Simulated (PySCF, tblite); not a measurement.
Complex of methanol and cyanide

A gas-phase complex of methanol and cyanide; charge -1, singlet. The structure comes from a short search (6 tight-binding starts) and was relaxed by PBE0-D3(BJ)/def2-TZVPD; another way of binding may lie lower. No frequency run checks that it is a minimum.

| part | name | SMILES | atoms | charge | multiplicity |
| --- | --- | --- | --- | --- | --- |
| 1 | methanol | CO | 1–6 | 0 | 1 |
| 2 | cyanide | [C-]#N | 7–8 | -1 | 1 |

Coordinates in Å:
```
C1     -0.244   -0.076   -0.003
O2      0.921   -0.193    0.745
H3     -1.055    0.261    0.654
H4     -0.152    0.654   -0.822
H5     -0.557   -1.030   -0.457
H6      1.640   -0.501    0.118
C7      3.447   -1.373   -1.933
N8      2.717   -1.016   -1.094
```

Contacts between parts, classed by geometry: H6···N8 1.701 Å (hydrogen bond, 173°).

Interaction energies are complex less parts, with the parts frozen as they stand in it; counterpoise-corrected, in kcal/mol (PySCF). The CCSD(T) estimate is Hartree-Fock/aug-cc-pVQZ, plus the MP2 correlation part extrapolated as X⁻³ from aug-cc-pVTZ and aug-cc-pVQZ, plus CCSD(T) less MP2 in aug-cc-pVDZ; noble-gas cores are frozen. It isn't the exact limit.

(1) How strongly do the parts interact, level by level?

(2) What holds them together? Decompose the wB97M-D3(BJ)/def2-TZVPD energy: frozen parts, their antisymmetrised product, then relaxation.

The parts were also relaxed and run alone, at the levels used for the complex: shieldings by PBE0/aug-pcSseg-2; core levels by delta-SCF with SCAN, aug-pcX-2 on the ionised atom and aug-pcseg-1 elsewhere, spin-free X2C.

Values alone: O2–H6 bond (Å): 0.959; shielding of H6 (ppm): 31.79; shielding of N8 (ppm): -42.2; shielding of O2 (ppm): 328.8; C1 1s core level (eV): 292.45; O2 1s core level (eV): 539.02; N8 1s core level (eV): 397.50.

(3) What does binding change?

Results:

(1) 
```
                         level  interaction  superposition error removed
      Hartree-Fock/aug-cc-pVQZ       -14.99                            -
       wB97M-D3(BJ)/def2-TZVPD       -18.51                        -0.43
        PBE0-D3(BJ)/def2-TZVPD       -19.77                        -0.40
               MP2/aug-cc-pVQZ       -18.62                        -0.52
CCSD(T), estimated basis limit       -18.43                            -
```

(2) electrostatic -26.7, Pauli repulsion +24.4, orbital relaxation -15.6, dispersion correction -1.1 kcal/mol, which sum to the value before the counterpoise correction; the Pauli term holds the exchange-correlation of the frozen density too. Of the attraction, 62 % is electrostatic, 36 % is orbital relaxation, 3 % is dispersion correction.

(3) 
```tsv
property	alone	in the complex	change
O2–H6 bond (Å)	0.959	1.002	+0.043
shielding of H6 (ppm)	31.79	23.45	-8.35
shielding of N8 (ppm)	-42.2	-23.9	+18.3
shielding of O2 (ppm)	328.8	324.5	-4.3
C1 1s core level (eV)	292.45	288.09	-4.36
O2 1s core level (eV)	539.02	533.35	-5.67
N8 1s core level (eV)	397.50	398.42	+0.92
```

The core-hole state of N8 is spin-contaminated (⟨S²⟩ 0.80 against 0.75 for a pure doublet), so that value and differences from it are less sure.

Density functionals tend to overstate the lengthening and the red shift of so strongly bound an X–H bond.
